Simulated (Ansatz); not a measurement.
How far each method lies from full CI for CH4⁺, doublet

Geometry: a point of a breathe scan, not a stationary point.

```xyz
5

C     0.0000    0.0000    0.0000
H     0.4678    0.9622    0.9597
H    -0.4801   -0.9559    0.9600
H    -0.4647    0.9574   -0.9660
H     0.4770   -0.9638   -0.9536
```

Basis 6-31G; Ansatz 0.2.0. Correlated methods freeze the noble-gas cores, which leaves 7 electrons in 16 orbitals. R marks a restricted (for open shells ROHF) determinant, U an unrestricted one. Active spaces: valence = (7e, 8o) chosen from the atoms' valence shells.

Full CI is exact within this basis and frozen core; it isn't the basis-set limit. The frozen core follows each run's orbitals, which can shift R against U totals by a few meV.

For open shells CISD is restricted-active-space CI with the open shells as a complete middle space.

```
UHF ⟨S²⟩                          : 0.759
T1 diagnostic (RCCSD)             : 0.0157
largest doubles amplitude (RCCSD) : 0.067
T1 diagnostic (UCCSD)             : 0.0172
```

**Question.** From what is known of these methods and the diagnostics, rank them by the size of their error in total energy against full CI in 6-31G, smallest first (an estimate: the text doesn't fix the numbers).
A. RHF
B. UCCSD
C. CASSCF (valence space)
D. CISD
E. RCCSD(T)

**Answer.** E (0.72 kcal/mol), B (2.91 kcal/mol), D (7.41 kcal/mol), C (13.21 kcal/mol), A (85.78 kcal/mol).

All errors are against full CI in 6-31G. Within each family the higher level lies nearer, as is usual though not guaranteed.

The full-CI state has the irrep A1 of C2v, in the program's axes (one component, if the state is degenerate).

Natural occupations of full CI about the gap: 1.959 1.924 1.924 0.992 0.055 0.053 0.040 0.040 0.004 0.003; effectively unpaired electrons, Σ n²(2−n)², 1.08.
